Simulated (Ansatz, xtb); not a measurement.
# Isomers of C4H6S2 in order of energy

4 gas-phase structures of C4H6S2, from a drawn sample of its isomers (lower ones may exist). Each was relaxed with GFN2-xTB:

A. `S/C=C/C=C/S`, a singlet
B. `S/C=C\C=C\S`, a singlet
C. `C=CC=C(S)S`, a singlet
D. `S/C=C\C=C/S`, a singlet

Which do you expect lowest at r2SCAN-D4/def2-SVP, and how would the others follow?

Calculated order at r2SCAN-D4/def2-SVP: A (0.000), B (0.020), D (0.033), C (0.121) eV. Less than 1 kcal/mol parts A and B; B and D, so the order within those pairs means little.

Energies above the lowest of each column, in eV; the last columns are at B3LYP/def2-SVP geometries:

```csv
structure,GFN2-xTB,HF/STO-3G,r2SCAN-D4/def2-SVP,B3LYP/def2-SVP,CCSD(T)/def2-SVP + ΔMP2/def2-TZVPP
A,0.000,0.000,0.000,0.000,0.000
B,0.080,0.094,0.020,0.041,0.022
D,0.144,0.197,0.033,0.069,0.027
C,0.231,0.120,0.121,0.124,0.018
```

Every level run on A puts it lowest or level with the lowest. CCSD(T)/def2-SVP + ΔMP2/def2-TZVPP orders those it was run on as A (0.000), C (0.018), B (0.022), D (0.027) eV. Less than 1 kcal/mol parts A and C; C and B; B and D, so the order within those pairs means little. Flexible structures stand in one conformer each, not always the lowest. ΔMP2 is the change of the MP2 energy from the smaller to the larger basis.

Over these structures GFN2-xTB departs from r2SCAN-D4/def2-SVP by 0.040 eV on average once a common shift is removed. A GFN2-xTB relaxation took about 0.07 s and the r2SCAN-D4/def2-SVP energy about 2.8 s on a shared host (Ansatz 0.2.0, xtb 6.7.1).
